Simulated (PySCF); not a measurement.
Geometries of 2 isomers of C3H2O3, from PBE0-D3(BJ)/def2-SVP geometry optimisation, gas phase in PySCF. One conformer each, no zero-point energy, no frequencies.

Task: Which is lower in electronic energy at this level?
A.
```xyz
8
angstrom
O      2.467    0.152    0.390
C      1.300    0.074    0.208
O      0.492    1.061   -0.266
C     -0.782    0.570   -0.327
C     -0.765   -0.695    0.099
O      0.521   -1.017    0.434
H     -1.567    1.228   -0.686
H     -1.528   -1.457    0.218
```
B.
```xyz
8
angstrom
O     -1.634   -0.047    1.771
C     -1.119   -0.099    0.730
C     -0.835   -0.235   -0.568
O      0.427   -0.073   -1.109
C      1.355    0.239   -0.228
O      1.110    0.366    0.946
H     -1.615   -0.487   -1.281
H      2.345    0.362   -0.701
```

Result: A. That is vinylene carbonate, `O=C1OC=CO1`, 24.1 kcal/mol below the other.

```csv
SMILES,atoms numbered as above,E (Eh),relative (kcal/mol),relative (kJ/mol),dipole (D)
O=c1occo1,[O:1]=[c:2]1[o:3][cH:4][cH:5][o:6]1,-340.55867,0.0,0.0,4.58
O=C=COC=O,[O:1]=[C:2]=[CH:3][O:4][CH:5]=[O:6],-340.52021,24.1,101.0,2.75
```
